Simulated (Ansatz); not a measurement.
# CHB (quintet): the correlation ladder, 6-31G

Aim: climb from Hartree-Fock through coupled cluster and multireference methods for CHB (quintet) at one geometry and basis, and see what each rung misses.

Program: Ansatz 0.2.0, Gaussian basis. Level of theory: 6-31G, core rule «outside noble gas», up to 2 orbitals frozen. These are calculated values, not measurements.

The runs, in order: UHF; CCSD(T) on ROHF; CCSD(T) on UHF; BCCD(T) on ROHF; CISD as a restricted active space (open shells left free, so some higher excitations enter); CCSDT(Q) on ROHF; CCSDT(Q) on UHF; CISDTQ; CCSDTQ on ROHF; CCSDTQ on UHF; CASSCF and MRCISD+Q, 8 electrons in 9 orbitals; CASSCF and NEVPT4(SD), 8 electrons in 9 orbitals; CASSCF and NEVPT2, 8 electrons in 9 orbitals; Full CI; Full CI in the symmetry of the determinant.

21 further runs of the same task are left out: 7 that didn't finish, 14 set aside as unsound or not needed. Runs told in other sessions of the task aren't counted.

**1. The system**

The geometry is a PBE0/def2-TZVP stationary point (not a proven minimum) of the parent state, kept for this charge and spin.

3 atoms, charge 0, spin multiplicity 5.

Atoms are counted from 1 here; the program's logs count them from 0.

Bond lengths: B1–C2 1.353 Å, C2–H3 1.071 Å. Angles: B1–C2–H3 180.0°.

**2. UHF**

Contents of in.yaml:

```yaml
crystal:
  periodic: [false, false, false]
  atoms:
    - {symbol: B, position_ang: [0.000000, 0.000000, 1.259200]}
    - {symbol: C, position_ang: [0.000000, 0.000000, -0.094199]}
    - {symbol: H, position_ang: [0.000000, 0.000000, -1.165001]}
basis:
  gaussian: {orbitals: 6-31G}
magnetization: {spin_polarized: true, initial_magnetization: 4}
hamiltonian: {xc: hf}
output: {orbitals: {seedname: orbitals}}
```

On the command line:

```bash
> ansatz run in.yaml --threads 1 --pin off --events-out ev --progress --plain --max-ram 2393MiB
```

After this run come: CCSD(T) on ROHF; CCSD(T) on UHF; BCCD(T) on ROHF; CISD as a restricted active space (open shells left free, so some higher excitations enter); CCSDT(Q) on ROHF; CCSDT(Q) on UHF; CISDTQ; CCSDTQ on ROHF; CCSDTQ on UHF; CASSCF and MRCISD+Q, 8 electrons in 9 orbitals; CASSCF and NEVPT4(SD), 8 electrons in 9 orbitals; CASSCF and NEVPT2, 8 electrons in 9 orbitals; Full CI; Full CI in the symmetry of the determinant.

**Question.** What will the summary of the whole plan be? Wanted: FCI from the RHF energy; RMP2 from FCI; UMP2 from FCI; RCCSD from FCI; RCCSD(T) from FCI; UCCSD(T) from FCI; RCCSDT(Q) from FCI; UCCSDT(Q) from FCI; NEVPT2 valence from FCI.

The runs gave:

```
                         quantity                                                                                                                                                            value
          FCI from the ROHF energy                                                                                                                                                       -2.3422 eV
                    RMP2 from FCI                                                                                                                                                  +13.34 kcal/mol
                    UMP2 from FCI                                                                                                                                                  +12.57 kcal/mol
                   RCCSD from FCI                                                                                                                                                   +0.97 kcal/mol
                RCCSD(T) from FCI                                                                                                                                                   +0.26 kcal/mol
                UCCSD(T) from FCI                                                                                                                                                   +0.24 kcal/mol
               RCCSDT(Q) from FCI                                                                                                                                                    0.00 kcal/mol
               UCCSDT(Q) from FCI                                                                                                                                                   -0.03 kcal/mol
          NEVPT2 valence from FCI                                                                                                                                                   +6.00 kcal/mol
      NEVPT4(SD) valence from FCI                                                                                                                                                   +0.82 kcal/mol
        MRCISD+Q valence from FCI                                                                                                                                                   +0.16 kcal/mol
levels within 1 kcal/mol (43 meV)  RCCSD, UCCSD, RCCSD(T), UCCSD(T), BCCD(T), RCCSDT, UCCSDT, CISDTQ, RCCSDT(Q), UCCSDT(Q), RCCSDTQ, UCCSDTQ, NEVPT4(SD) valence, MRCISD valence, MRCISD+Q valence
                    T1 diagnostic                                                                                                                                                            0.019
   effectively unpaired electrons                                                                                                                                                             4.01
```

RCCSD(T) misses by +0.26 kcal/mol, 0.5 % of the correlation energy. One determinant dominates. Of the multireference levels listed MRCISD+Q valence comes nearest in total energy (+0.16 kcal/mol), which doesn't show that its space is the better one. These misses are within one basis, not against nature; the frozen cores of restricted and unrestricted runs differ, which can shift their rows.

Levels on UHF freeze UHF's core orbitals, full CI those of ROHF, so the U rows can settle a little off it for that reason alone.

With open shells the CI space here admits some higher excitations, so it is larger than plain CISD.
